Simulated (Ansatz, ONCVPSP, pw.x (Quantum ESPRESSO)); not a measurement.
**What a changed setting does to a pw.x run (diamond Os)**

Potential: optimised norm-conserving Vanderbilt (ONCV), ONCVPSP 4.0.1.1 (patched build), PBEsol; core [Kr] 4d10 4f14, reference 5s2 5p6 5d6 6s2; waves: 5s+6s: rc 1.85 bohr, ncon 4, nbas 7, qcut 7.9 1/bohr, 2 projectors; 5p: rc 1.70 bohr, ncon 4, nbas 8, qcut 9 1/bohr, 3 projectors, debl 3.6 Ha; 5d: rc 2.10 bohr, ncon 3, nbas 7, qcut 8 1/bohr, 3 projectors, debl 4 Ha; local part: polynomial inside 1.30 bohr (lpopt 5, dvloc0 -1 Ha); core correction: polynomial model core, fcfact 0.15.

The reference run (k-mesh 8³, cutoffs 70/280 Ry, Fermi–Dirac 0.01 Ry, mixing_beta 0.4, conv_thr 1e-9, no spin) gives -2.93 GPa at 20.823 Å³/atom, where all-electron LAPW gives 0.05 GPa. This run, with its own iteration cap, changes tot_charge to -2, a wrong or extreme entry chosen on purpose.

```
&control
  calculation='scf', prefix='x', pseudo_dir='./', outdir='./tmp', tstress=.true., disk_io='none'
/
&system
  ibrav=0, nat=2, ntyp=1, ecutwfc=70, ecutrho=280, nbnd=26,
  occupations='smearing', smearing='fd', degauss=0.01, tot_charge=-2
/
&electrons
  conv_thr=1e-09, mixing_beta=0.4, electron_maxstep=70
/
ATOMIC_SPECIES
Os 1.0 Os.UPF
CELL_PARAMETERS angstrom
  0.00000000 2.75115103 2.75115103
  2.75115103 0.00000000 2.75115103
  2.75115103 2.75115103 0.00000000
ATOMIC_POSITIONS crystal
Os 0.0000 0.0000 0.0000
Os 0.2500 0.2500 0.2500
K_POINTS automatic
8 8 8 0 0 0
```

```bash
pw.x < Os.scf.in > Os.scf.out
```

Task: How does the run end?

Result: It converges in 10 iterations; the free energy moves by +16.37 eV/atom and the pressure by +166.97 GPa. The cell is charged against a uniform background, so energy and pressure depend on the zero of the potential and are not those of the crystal.

```
Message from routine setup:
     using ibrav=0 with symmetry is DISCOURAGED, use correct ibrav instead
     lattice parameter (alat)  =       7.3524  a.u.
     unit-cell volume          =     281.0411 (a.u.)^3
     number of electrons       =        34.00
     number of Kohn-Sham states=           26
     kinetic-energy cutoff     =      70.0000  Ry
     charge density cutoff     =     280.0000  Ry
     scf convergence threshold =      1.0E-09
     Exchange-correlation= PBESOL
     number of k points=    29  Fermi-Dirac smearing, width (Ry)=  0.0100
     iteration #  1     ecut=    70.00 Ry     beta= 0.40
     total energy              =    -390.84239582 Ry
     estimated scf accuracy    <       1.45521858 Ry
     iteration #  2     ecut=    70.00 Ry     beta= 0.40
     total energy              =    -391.12725508 Ry
     estimated scf accuracy    <       0.02303389 Ry
     iteration #  3     ecut=    70.00 Ry     beta= 0.40
     total energy              =    -391.12727449 Ry
     estimated scf accuracy    <       0.00504060 Ry
     [... 4 iterations left out ...]
     iteration #  8     ecut=    70.00 Ry     beta= 0.40
     total energy              =    -391.12787587 Ry
     estimated scf accuracy    <          4.8E-09 Ry
     iteration #  9     ecut=    70.00 Ry     beta= 0.40
     total energy              =    -391.12787587 Ry
     estimated scf accuracy    <          2.3E-09 Ry
     iteration # 10     ecut=    70.00 Ry     beta= 0.40
     the Fermi energy is    17.1544 ev
!    total energy              =    -391.12787587 Ry
     estimated scf accuracy    <          3.5E-12 Ry
     smearing contrib. (-TS)   =      -0.00680520 Ry
     The total energy is F=E-TS. E is the sum of the following terms:
     one-electron contribution =    -139.86082157 Ry
     hartree contribution      =      84.33673807 Ry
     xc contribution           =     -70.34578584 Ry
     ewald contribution        =    -265.25120134 Ry
     convergence has been achieved in  10 iterations
          total   stress  (Ry/bohr**3)                   (kbar)     P=     1640.41
     Message from routine punch:
     Nothing written, as per user request (disk_io='none')
```

The run took about 34 s on one core of a shared host (Intel(R) Xeon(R) Platinum 8375C CPU @ 2.90GHz, 128 threads, 992 GiB, load 68).
